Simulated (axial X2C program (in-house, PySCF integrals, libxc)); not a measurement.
**How long does SiN take?**

A bond scan computed with an in-house all-electron X2C program for linear molecules (integrals from PySCF). Basis: Si dyall-v3z [8s7p2d1f], N dyall-av3z [7s7p3d2f] (cores contracted in-house).

Input:
```json
{"zs": [14, 7], "q": 0, "bas": ["dyall-v3z", "dyall-av3z"], "levels": ["PBE0", "HF", "B3LYP"], "cc": true, "r0": 1.67, "thr": -2.0, "nmax": 90, "npts": 10, "nst": 2, "ntry": 6}
```
```bash
python so2c.py task.json out
```

Keys: zs atomic numbers; q charge; bas basis sets; levels methods; cc coupled cluster on or off; r0 starting distance in Å; thr threshold in hartree for freezing inner shells (an s shell follows its p shell); nmax most natural virtual spinors; npts points on the curve; nst determinants followed; ntry starts of the search. HF also brings MP2.

Hardware: 1 thread of Intel(R) Xeon(R) Processor @ 2.30GHz (shared host).

Wall time of one point of each curve, integrals apart:

```
Hamiltonian                               level  points  seconds a point
  spin-free                                PBE0      10             0.24
  spin-free                                  HF      10            0.087
  spin-free  CCSD(T) (9 electrons, 90 virtuals)       7              5.3
  spin-free                               B3LYP      10             0.27
         2c                                PBE0      10             0.29
         2c                                  HF      10             0.13
         2c  CCSD(T) (9 electrons, 90 virtuals)       7              5.2
         2c                               B3LYP      10             0.29
```

The rest:

Search with its distance optimisation 5.2 s, atoms 3.8 s, whole task 100 s. Coupled cluster runs on the points near the minimum only. The program drops outer points, and coupled cluster, when its time limit (not in the input) nears; MP2, further determinants and curves that did not converge are not in the table.
